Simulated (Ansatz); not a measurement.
# BSi: the cost of one run

The runs use Ansatz 0.2.0, Gaussian basis; the settings change from run to run.

17 further runs of the same task are left out: 8 that didn't finish, 9 set aside as unsound or not needed.

### Step 1. The geometry

The geometry is a PBE0/def2-TZVPD stationary point (not a proven minimum) of the parent state, kept for this charge and spin.

2 atoms, charge 0, spin multiplicity 2.

Atoms are counted from 1 here; the program's logs count them from 0.

Bond lengths: Si1–B2 1.853 Å.

### Step 2. BCCD(T) on ROHF/aug-cc-pVDZ

Contents of in.yaml:

```yaml
crystal:
  periodic: [false, false, false]
  atoms:
    - {symbol: Si, position_ang: [0.000000, 0.000000, 0.000000]}
    - {symbol: B, position_ang: [0.000000, 0.000000, 1.853300]}
basis:
  gaussian: {orbitals: aug-cc-pVDZ}
magnetization: {spin_polarized: false, initial_magnetization: 1}
correlation: {method: bccd_t, electrons: valence}
output: {forces: true}
```

Started as:

```console
ansatz run in.yaml --threads 1 --pin off --events-out ev --progress --plain --max-ram 2393MiB
```

**Question.** How long does this run take on 1 thread of Intel Xeon at 2.50GHz, shared host, and how much memory does it need?

About 53 s, with a peak of 0.26 GiB.
